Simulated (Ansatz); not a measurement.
Correlation energies of `CN=C=C=O` by basis set

```xyz
8

C     1.214   -0.381   -0.503
N     0.366    0.365    0.394
C    -0.873    0.213    0.293
C    -1.986    0.675    0.883
O    -3.124    0.794    1.083
H     1.900   -0.979    0.103
H     1.834    0.335   -1.052
H     0.669   -1.022   -1.201
```

The species carries charge 0 and has multiplicity 1. The structure was optimised at the PBE0-D4/def2-TZVP level. Frozen core, restricted reference, Ansatz. CBS rows extrapolate triple and quadruple zeta; past MP2 they add the triple-zeta difference.

```
     basis     HF (Eh)  MP2 corr.
  def2-SVP  -244.35621   -0.73460
def2-TZVPP  -244.64391   -0.89750
def2-QZVPP  -244.65454   -0.95855
```

(1) Estimate the CCSD correlation energy and the (T) correction in each basis where they were run (hartree).

Results:

(1) 
```csv
basis,CCSD corr.,(T)
def2-SVP,-0.75836,-0.03326
def2-TZVPP,-0.90933,-0.04856
CBS(def2),-1.01560,as TZ
```
